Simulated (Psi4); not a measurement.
# BNH6 (SMILES [BH3-][NH3+]): levels of theory compared

Aim: a comparison of 3 runs (DSD-PBEP86/def2-TZVP, wB97X-V/def2-TZVP, MP3/def2-TZVP) of BNH6. 

The calculation is run with Psi4 1.11.

## 1. The structure to begin with

BNH6 has 8 atoms, charge 0, and is taken as a singlet. As SMILES, `[BH3-][NH3+]`. The B1–H3 distance was set to 1.818 Å, away from the relaxed value. At this shape a bond of the SMILES string is far longer than usual.

Bond lengths: B1–N2 1.639 Å, B1–H4 1.212 Å, B1–H5 1.212 Å, N2–H6 1.015 Å, N2–H7 1.015 Å, N2–H8 1.015 Å. Angles: B1–N2–H6 110.9°, B1–N2–H7 110.9°, B1–N2–H8 110.9°, N2–B1–H4 105.3°, N2–B1–H5 105.3°, H6–N2–H7 108.0°, H6–N2–H8 108.0°, H7–N2–H8 108.0°, H4–B1–H5 113.3°.

## 2. A single-point energy at DSD-PBEP86/def2-TZVP (density fitting for correlation) (run 1)

File job.py:

```python
import psi4

psi4.set_memory('1600 MB')
psi4.set_num_threads(1)
psi4.core.set_output_file('run.log', False)

geom = psi4.geometry("""
0 1
B     -0.46836106     1.39909086    -0.79864361
N      0.28337199     0.44307842     2.04936263
H     -0.14777658    -1.37647651    -2.79868439
H     -2.62510549     2.15290261    -0.63196977
H      1.03529402     3.05411300    -1.29564158
H      0.15921698     1.88323869     3.30980995
H      2.07880078    -0.23004203     2.09396017
H     -0.88920307    -0.95796453     2.63291006
units bohr
symmetry c1
""")

psi4.set_options({
    'basis': 'def2-TZVP',
    'puream': True,
    'e_convergence': 1e-09,
    'd_convergence': 1e-08,
    'scf_type': 'pk',
    'dft_radial_points': 99,
    'dft_spherical_points': 590,
    'num_frozen_docc': 2,
})

result, w = psi4.energy("dsd-pbep86", return_wfn=True)
print(f'dsd-pbep86 energy: {result:.10f} Eh')
```

Started as:

```bash
$ python job.py
```

run.log:

```text
[...]
  Running in c1 symmetry.
[...]
  Nuclear repulsion =   39.567705259859721
[...]
  Multiplicity = 1
[...]
  Nalpha       = 9
  Nbeta        = 9
[...]
    Number of basis functions: 98
[...]
   @RKS iter   1:   -82.70303236091154   -5.62116e-01   4.82344e-03 ADIIS/DIIS
[...]
   @RKS iter  10:   -82.82649817719516   -1.37277e-11   5.46382e-09 DIIS
[...]
    Orbital Energies [Eh]
    ---------------------
    Doubly Occupied:
       1A    -15.221623     2A     -7.289230     3A     -1.167937
       4A     -0.686357     5A     -0.686166     6A     -0.656123
       7A     -0.472612     8A     -0.393764     9A     -0.303355
[...]
  @RKS Final Energy:   -82.82649817719516
   => Energetics <=
    Nuclear Repulsion Energy =             39.5677052598597214
    One-Electron Energy =                -188.3598134346992765
    Two-Electron Energy =                  69.7050194537849706
    DFT Exchange-Correlation Energy =      -3.7394094561405984
    Empirical Dispersion Energy =           0.0000000000000000
    VV10 Nonlocal Energy =                  0.0000000000000000
    Total Energy =                        -82.8264981771951625
[...]
 Multipole Moments:
 ------------------------------------------------------------------------------------
     Multipole            Electronic (a.u.)      Nuclear  (a.u.)        Total (a.u.)
 ------------------------------------------------------------------------------------
 L = 1.  Multiply by 2.5417464519 to convert [e a0] to [Debye]
 Dipole X            :          0.3025039            0.1687307            0.4712346
 Dipole Y            :          0.4141639           -0.5429087           -0.1287448
 Dipole Z            :          2.2299148            0.1936194            2.4235342
 Magnitude           :                                                    2.4722773
[...]
```

On the terminal:

```text
dsd-pbep86 energy: -83.0134174334 Eh
```

It took 18 s on 1 thread of Intel Xeon Platinum 8488C (Sapphire Rapids), shared host; peak memory 0.81 GiB.

## 3. A single-point energy at wB97X-V/def2-TZVP (run 2)

File job.in:

```
memory 1600 mb

molecule {
  0 1
  B     -0.247846     0.740367    -0.422624
  N      0.149954     0.234467     1.084476
  H     -0.078200    -0.728400    -1.481000
  H     -1.389146     1.139267    -0.334424
  H      0.547854     1.616167    -0.685624
  H      0.084254     0.996567     1.751476
  H      1.100054    -0.121733     1.108076
  H     -0.470546    -0.506933     1.393276
  units angstrom
  symmetry c1
}

set globals {
  puream true
  e_convergence 1e-09
  d_convergence 1e-08
  scf_type pk
  dft_radial_points 99
  dft_spherical_points 590
}

energy("wb97x-v/def2-TZVP")
```

Started as:

```bash
$ psi4 job.in job.out -n 1
```

job.out:

```text
[...]
  Running in c1 symmetry.
[...]
  Nuclear repulsion =   39.567705206932295
[...]
  Multiplicity = 1
[...]
  Nalpha       = 9
  Nbeta        = 9
[...]
    Number of basis functions: 98
[...]
   @RKS iter   1:   -83.01425521909024   -5.53267e-01   5.43208e-03 ADIIS/DIIS
[...]
   @RKS iter  11:   -83.15691880647083   -3.45324e-12   2.99470e-09 DIIS
[...]
    Orbital Energies [Eh]
    ---------------------
    Doubly Occupied:
       1A    -14.502219     2A     -6.833030     3A     -1.097891
       4A     -0.678588     5A     -0.678231     6A     -0.645664
       7A     -0.474666     8A     -0.401269     9A     -0.327296
[...]
  @RKS Final Energy:   -83.15691880647083
   => Energetics <=
    Nuclear Repulsion Energy =             39.5677052069322954
    One-Electron Energy =                -188.4526072670629446
    Two-Electron Energy =                  74.4089035746788028
    DFT Exchange-Correlation Energy =      -8.7533569235931488
    Empirical Dispersion Energy =           0.0000000000000000
    VV10 Nonlocal Energy =                  0.0724366025741688
    Total Energy =                        -83.1569188064708271
[...]
 Multipole Moments:
 ------------------------------------------------------------------------------------
     Multipole            Electronic (a.u.)      Nuclear  (a.u.)        Total (a.u.)
 ------------------------------------------------------------------------------------
 L = 1.  Multiply by 2.5417464519 to convert [e a0] to [Debye]
 Dipole X            :          0.3052988            0.1687307            0.4740295
 Dipole Y            :          0.3695311           -0.5429087           -0.1733776
 Dipole Z            :          2.1847670            0.1936194            2.3783864
 Magnitude           :                                                    2.4313547
[...]
```

It took 2 min on 1 thread of Intel Xeon Platinum 8488C (Sapphire Rapids), shared host; peak memory 0.92 GiB.

## 4. A single-point energy at MP3/def2-TZVP (run 3)

File bh6n.py:

```python
import psi4

psi4.set_memory('1600 MB')
psi4.set_num_threads(1)
psi4.core.set_output_file('output.dat', False)

geom = psi4.geometry("""
0 1
B
N 1 1.638759
H 1 1.8183 2 105.26545
H 1 1.212215 2 105.26098 3 119.99688
H 1 1.212161 4 113.33218 2 -114.50949
H 2 1.01489 1 110.90891 5 59.9411
H 2 1.014951 6 107.99025 1 121.72399
H 2 1.014915 6 107.99934 7 116.54912
symmetry c1
""")

psi4.set_options({
    'basis': 'def2-TZVP',
    'puream': True,
    'e_convergence': 1e-09,
    'd_convergence': 1e-08,
    'scf_type': 'pk',
    'num_frozen_docc': 2,
    'mp_type': 'conv',
})

result, w = psi4.energy('mp3', molecule=geom, return_wfn=True)
print(f'total energy {result:.8f} hartree = {result * 27.211386:.5f} eV')
for k, v in sorted(psi4.core.scalar_variables().items()):
    print(f'{k:45s} {v:18.10f}')
```

Started as:

```bash
$ python bh6n.py
```

output.dat:

```text
[...]
  Running in c1 symmetry.
[...]
  Nuclear repulsion =   39.567700655800131
[...]
  Multiplicity = 1
[...]
  Nalpha       = 9
  Nbeta        = 9
[...]
    Number of basis functions: 98
[...]
   @RHF iter   1:   -82.49546561695215   -6.45612e-01   3.93536e-03 ADIIS/DIIS
[...]
   @RHF iter  10:   -82.58994394790275   -2.46985e-11   8.06739e-09 DIIS
[...]
    Orbital Energies [Eh]
    ---------------------
    Doubly Occupied:
       1A    -15.659171     2A     -7.595995     3A     -1.266875
       4A     -0.743663     5A     -0.743395     6A     -0.718583
       7A     -0.523820     8A     -0.441106     9A     -0.336008
[...]
  @RHF Final Energy:   -82.58994394790275
   => Energetics <=
    Nuclear Repulsion Energy =             39.5677006558001310
    One-Electron Energy =                -188.2580556773203000
    Two-Electron Energy =                  66.1004110736174084
    Total Energy =                        -82.5899439479027535
[...]
 Multipole Moments:
 ------------------------------------------------------------------------------------
     Multipole            Electronic (a.u.)      Nuclear  (a.u.)        Total (a.u.)
 ------------------------------------------------------------------------------------
 L = 1.  Multiply by 2.5417464519 to convert [e a0] to [Debye]
 Dipole X            :         -0.0001230            0.0000176           -0.0001055
 Dipole Y            :         -1.1768898            0.4595985           -0.7172912
 Dipole Z            :          2.0229285            0.3866235            2.4095520
 Magnitude           :                                                    2.5140500
[...]
	SCS-MP2 Total Energy (a.u.)        :   -82.94844446778745
	SOS-MP2 Total Energy (a.u.)        :   -82.95317242624166
[...]
	SOS-PI-MP2 Total Energy (a.u.)     :   -82.98111307842159
[...]
	MP2 Total Energy (a.u.)            :   -82.93898855087900
[...]
	SCS-MP3 Total Energy (a.u.)        :   -82.95590811651076
[...]
	MP3 Total Energy (a.u.)            :   -82.96884314577221
[...]
```

Wall time 12 s (1 thread of Intel Xeon Platinum 8488C (Sapphire Rapids), shared host); peak memory 1.1 GiB.

## 5. All runs side by side

| run | level | fitting correlation | frozen core orbitals | energy (Eh) | HOMO energy (eV) | LUMO energy (eV) | HOMO–LUMO gap (eV) | wall time |
| --- | --- | --- | --- | --- | --- | --- | --- | --- |
| 1 | DSD-PBEP86/def2-TZVP (density fitting for correlation) | density fitting | 2 | -83.013417 | -8.25 | 1.38 | 9.63 | 18 s |
| 2 | wB97X-V/def2-TZVP | – | 0 | -83.156919 | -8.91 | 1.69 | 10.60 | 2 min |
| 3 | MP3/def2-TZVP | none | 2 | -82.968843 | -9.14 | 2.34 | 11.49 | 12 s |

## 6. Results

```
                                          quantity         value
                               run 3: total energy  -82.96884 Eh
        run 3: HOMO energy (Hartree–Fock orbitals)      -9.14 eV
        run 3: LUMO energy (Hartree–Fock orbitals)       2.34 eV
      run 3: HOMO–LUMO gap (Hartree–Fock orbitals)      11.49 eV
run 3: correlation energy (2 core orbitals frozen)    -378.9 mEh
```

What this shows: Totals of different functionals can't be ranked against each other. All runs together took 2.5 min, the longest 2 min.
